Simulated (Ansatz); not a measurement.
A made-up structure of AlSiH4, doublet:

```xyz
6
angstrom
Al 0.7261 -1.1080 1.2374
Si -0.3316 0.6091 -0.1993
H 0.2841 1.7069 0.4580
H -1.5316 0.0445 -0.8855
H 0.6136 1.0812 -1.2542
H -0.7775 1.8031 0.5705
```

It is relaxed with PBE-D4/def2-SVP and then PBE0-D4/def2-TZVP (Ansatz 0.2.0). Atoms count as bonded within 1.22 times the sum of their covalent radii (H–H: 0.88 Å). The end point is not checked to be a true minimum.

(1) Does its bonding change? (A judgement: the text doesn't fix the answer.)

## Answers

(1) By the calculation: Yes. Formed: none; broken: Al1–Si2.

Where it ends: The first stage lowers the energy by 2.85 eV in 13 steps. It ends as a complex of SiH₄ + Al:
Al1  (1.337, -1.086, 1.167)
Si2  (-0.471, 1.018, -0.281)
H3  (0.213, 0.793, 1.062)
H4  (-1.492, -0.026, -0.534)
H5  (0.533, 1.098, -1.368)
H6  (-1.138, 2.340, -0.119)
(Å)

For scale, one of the runs: PBE0-D4/def2-TZVP relaxation, 98 basis functions, launched by `ansatz run in.yaml --threads 2 --pin off --events-out ev --progress --plain --max-ram 4352MiB`. The run took about 25 s on 2 CPU threads of an Arm Neoverse V2 (shared host).
